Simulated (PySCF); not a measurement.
A structure optimised at ωB97X-D3(BJ)/def2-TZVP, used in a PySCF frequency run:

```xyz
3

O      0.0000     1.0931     0.1396
N      0.0000     0.0000    -0.3192
O      0.0000    -1.0931     0.1396
```
Charge 0, spin multiplicity 2.

Write its SMILES, formula and point group.

[O]N=O, NO2, C2v

What are its rotational constants (standard atomic weights)?

246.43, 13.219, 12.546 GHz
